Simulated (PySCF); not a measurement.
Consider `[NH-]N` ([H3N2]-). Non-hydrogen atoms are numbered in `[NH-:1][NH2:2]`.

These are calculated values, B3LYP-D3(BJ)/ma-def2-TZVP in PySCF (grid level 2) at geometries from PBE0-D3(BJ)/ma-def2-SVP. The prefix ma- adds one diffuse s and one diffuse p function on all atoms but H. Zero-point and thermal terms (298.15 K, 1 bar) come from unscaled PBE0-D3(BJ)/ma-def2-SVP harmonic frequencies, with soft modes damped to free rotors in the entropy.

(1) What are the vertical and the adiabatic detachment energy for forming the radical?

(2) Where does the unpaired spin of the relaxed radical sit?

(3) How far is −ε(HOMO) from the vertical value by ΔSCF?

Answers

(1) 0.54 eV vertical and -0.30 eV adiabatic, the latter with zero-point energy.

(2) N1 (nitrogen) 0.73, N2 (amine nitrogen) 0.30 (intrinsic atomic orbital populations).

(3) −ε(HOMO) = -1.80 eV, which is 2.34 eV below the ΔSCF value.

Note: the parent anion holds its electron weakly or not at all, so the values hang on the basis.

---

Consider `B[SiH2]` (BH4Si•, doublet). Numbering: `[BH2:1][SiH2:2]`

These are calculated values, ωB97X-D3(BJ)/ma-def2-TZVP in PySCF (grid level 2) at geometries from PBE0-D3(BJ)/ma-def2-SVP. ωB97X-D3(BJ) is ωB97X-V with D3(BJ) in place of VV10. Thermal corrections: PBE0-D3(BJ)/ma-def2-SVP frequencies, unscaled, ideal gas at 298.15 K and 1 bar, quasi-RRHO entropy.

Task: What are the vertical and the adiabatic ionisation energy for forming the singlet cation?

Result: 8.47 eV vertical and 8.05 eV adiabatic, the latter with zero-point energy.

---

Consider aminomethyl, `[CH2]N` (CH4N•, doublet). Numbering: `[CH2:1][NH2:2]`

Energies: ωB97X-D3(BJ)/ma-def2-TZVP (PySCF, density fitting, integration grid level 2) on PBE0-D3(BJ)/ma-def2-SVP structures. The prefix ma- adds one diffuse s and one diffuse p function on all atoms but H. Thermal corrections: PBE0-D3(BJ)/ma-def2-SVP frequencies, unscaled, ideal gas at 298.15 K and 1 bar, quasi-RRHO entropy.

Question: What are the vertical and the adiabatic ionisation energy for forming the singlet cation?

Answer: 7.04 eV vertical and 6.37 eV adiabatic, the latter with zero-point energy.
